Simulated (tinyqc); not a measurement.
Born-Oppenheimer dynamics on the UHF/sto-6g surface (energies and gradients from PySCF), for H2O+, spin multiplicity 2, step by step. Computed by tinyqc, a small Python program that keeps every step (integrals from PySCF). Settings: charge = 1, multiplicity = 2, basis = sto-6g, time step (fs) = 0.5, steps = 16. Command: `OMP_NUM_THREADS=1 python tinyqc.py 22150 22151 out.jsonl` (the two numbers bound the seeds that draw the settings). One thread of a shared host (Intel(R) Xeon(R) Processor @ 2.60GHz), about 3 s of CPU time with the checks.

## Velocity Verlet step 1

positions (bohr):
```
           x         y        z
1O  -0.01701  -0.16630  0.00756
2H  -0.00189   1.33982  1.12439
3H  -0.06992  -1.35871  1.07525
```

velocities (bohr per atomic time unit):
```
              x            y            z
1O   0.00001086  -0.00009289   0.00005204
2H   0.00009086   0.00090011  -0.00028196
3H  -0.00026314   0.00057411  -0.00054396
```

gradient (hartree/bohr):
```
             x           y           z
1O  -0.0098702  -0.2133188   0.2102829
2H  -0.0010876  -0.0502280  -0.0094323
3H   0.0109577   0.2635468  -0.2008506
```

masses (electron masses): 1O 29156.94639, 2H 1837.15259, 3H 1837.15259

gradient after step 1 (hartree/bohr):
```
             x           y           z
1O  -0.0099718  -0.1974865   0.1845391
2H  -0.0010229  -0.0396751  -0.0041540
3H   0.0109948   0.2371616  -0.1803851
```

dt = 0.5 fs = 20.6707 atomic units; x' = x + v dt - g dt^2 / (2m); after the new gradient g', v' = v - (g + g') dt / (2m).

positions after step 1 (bohr):
```
           x         y        z
1O  -0.01671  -0.16665  0.00709
2H   0.00011   1.36426  1.11966
3H  -0.07663  -1.37749  1.08737
```

velocities after step 1 (bohr per atomic time unit):
```
              x            y            z
1O   0.00001789   0.00005273  -0.00008791
2H   0.00010273   0.00140588  -0.00020553
3H  -0.00038664  -0.00224274   0.00160077
```

## Velocity Verlet step 2

gradient after step 2 (hartree/bohr):
```
             x           y           z
1O  -0.0064443  -0.1204640   0.1037165
2H  -0.0008173  -0.0253325   0.0014600
3H   0.0072616   0.1457965  -0.1051764
```

As before.

positions after step 2 (bohr):
```
           x         y        z
1O  -0.01627  -0.16412  0.00392
2H   0.00236   1.39794  1.11589
3H  -0.08590  -1.45143  1.14143
```

velocities after step 2 (bohr per atomic time unit):
```
              x            y            z
1O   0.00002371   0.00016543  -0.00019009
2H   0.00011308   0.00177160  -0.00019037
3H  -0.00048935  -0.00439717   0.00320727
```

## Energy conservation

The total energy should stay constant up to terms of order dt^2; the step counts as short enough if it moves by less than 2 % of the largest kinetic energy.

Trajectory:
```
time (fs)  1O-2H (angstrom)  potential (hartree)  kinetic (hartree)  total (hartree)
0.00000             0.99225          -75.3270171          0.0016300      -75.3253871
0.50000             1.00150          -75.3351868          0.0091334      -75.3260534
1.00000             1.01470          -75.3588270          0.0312917      -75.3275353
1.50000             1.03015          -75.3755446          0.0477127      -75.3278319
2.00000             1.04603          -75.3775767          0.0501882      -75.3273885
2.50000             1.06062          -75.3692179          0.0423088      -75.3269091
3.00000             1.07239          -75.3567842          0.0301870      -75.3265972
3.50000             1.08018          -75.3447519          0.0183168      -75.3264351
4.00000             1.08327          -75.3355516          0.0091822      -75.3263694
4.50000             1.08140          -75.3302102          0.0038552      -75.3263550
5.00000             1.07479          -75.3289772          0.0026155      -75.3263617
5.50000             1.06412          -75.3317559          0.0053770      -75.3263789
6.00000             1.05047          -75.3382614          0.0118457      -75.3264157
6.50000             1.03533          -75.3479045          0.0214083      -75.3264963
7.00000             1.02050          -75.3594502          0.0327876      -75.3266626
7.50000             1.00781          -75.3704311          0.0434531      -75.3269780
8.00000             0.99888          -75.3763968          0.0489313      -75.3274655
```

The total energy moves within 2.4e-03 hartree; that is over 2 % of the largest kinetic energy, so the time step is too long.
